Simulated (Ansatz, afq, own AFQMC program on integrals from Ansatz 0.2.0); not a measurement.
Two steps: Ansatz 0.2.0 writes the Fock matrix and Cholesky factors of the valence space, and afq projects on them the lowest state that overlaps trial and start.

```yaml
crystal:
  periodic: [false, false, false]
  atoms:
    - {symbol: B, position_ang: [0.000000, -0.244322, 2.440009]}
    - {symbol: Al, position_ang: [0.000000, 0.137564, -0.904258]}
    - {symbol: H, position_ang: [0.000000, -1.061906, -1.965077]}
basis:
  gaussian: {orbitals: 6-31G}
magnetization: {spin_polarized: false, initial_magnetization: 1}
correlation: {method: ccsd_t, electrons: outside_noble_gas, hamiltonian_folder: ham}
```

```sh
$ ansatz run in.yaml --threads 1 --pin off --events-out ev --progress --plain --max-ram 16896MiB --backend cuda --devices 0, --max-vram 18GiB
```

afq runs on the folder ham with

```
--method phaseless --trial cisd --walkers 4000 --populations 20 --least-time 60 --time-step 0.005 --steps-per-block 50 --equilibration-blocks 40 --max-blocks 4000 --target-error 0.00032 --factor-cut 1e-05 --start spin_pure --seed 5094 --release-times 0.24,0.51,0.99,1.62,2.4 --release-step 0.03 --release-every 3 --taylor-order 6
```

Times are imaginary, in 1/Eh. The walk had a cap of 122 s. With eight or more populations the least sampling time is a fifth of least-time, and the error comes from their spread.

Log:

```
orbitals 18  electrons 4 3  factors 99 of 296
reference energy -266.94651886 Eh
CCSD correlation -0.09084087 Eh in 28 cycles, weight of the determinant in the CISD state 0.8443
energy of the start -267.037359 Eh
 block  time / (1/Eh)  mean weight  energy / Eh
     1     0.250  0.9999  -267.036571
     2     0.500  1.0000  -267.036319
     3     0.750  1.0000  -267.036309
     4     1.000  0.9999  -267.036484
     5     1.250  1.0000  -267.036712
     7     1.750  0.9999  -267.037100
     9     2.250  0.9998  -267.037504
    11     2.750  1.0000  -267.037798
    15     3.750  1.0001  -267.038250
    19     4.750  1.0000  -267.038676
    23     5.750  1.0000  -267.038807
    27     6.750  1.0000  -267.039248
    31     7.750  1.0000  -267.038953
    35     8.750  0.9999  -267.038712
    39     9.750  1.0001  -267.038451
    43    10.750  0.9999  -267.038443
    47    11.750  1.0001  -267.038999
    51    12.750  1.0000  -267.038767
    55    13.750  0.9997  -267.038665
    59    14.750  0.9998  -267.038816
    63    15.750  1.0000  -267.039033
    67    16.750  0.9998  -267.038916
    71    17.750  1.0001  -267.038903
    75    18.750  1.0001  -267.039047
    77    19.250  1.0000  -267.039374
    79    19.750  0.9999  -267.038815
    83    20.750  0.9999  -267.039125
    87    21.750  0.9999  -267.038934
    89    22.250  0.9998  -267.038691
error from the spread of 20 populations
released: time / (1/Eh)  energy / Eh  error  mean overlap
  0.24  -267.038866  0.000104  0.9999
  0.51  -267.038895  0.000093  1.0029
  0.99  -267.039156  0.000095  1.0019
  1.62  -267.039312  0.000097  1.0051
  2.40  -267.039053  0.000261  1.0004
energy -267.038895 +/- 0.000092 Eh
(rows thinned)
```

The run passed its tests (sampling time, drift between the halves within three errors, error under three times the target), which doesn't prove that it has relaxed.

Against this walk (error 2.5 meV) on the same determinant: CCSD(T) 5.7 meV higher, CCSDT(Q) 23.0 meV lower, CCSDTQ 23.9 meV lower, full CI 24.0 meV lower. The error is statistical and leaves out the bias of the constraint. Released to 2.40 1/Eh the energy moves by -4 ± 8 meV (both errors), within twice the noise. Full CI is exact here, so the walk's 24 meV above it is the walk's own error: the bias of the constraint with this trial.

Cautions: constraint bias not in the error; strong correlation (T1 0.052, weight of the determinant 0.84, largest double 0.12); the released energy hasn't reached full CI (20 meV above it at 2.40 1/Eh).

The walk took 37 s on 1 × NVIDIA H100 80GB HBM3 with 2 threads of AMD EPYC 7R13 Processor (Zen 3), on a shared host (the card was shared). The log's last line is the phaseless energy.

CCSDT and higher add their correlation energy to the determinant of the CCSD(T) run, since their own runs factorise the integrals more tightly (a shift of under 2 meV). A walk keeps the symmetry of its determinant, which the program's search chose and which needn't be the lowest solution, so a lower state of the same spin and another symmetry isn't excluded.
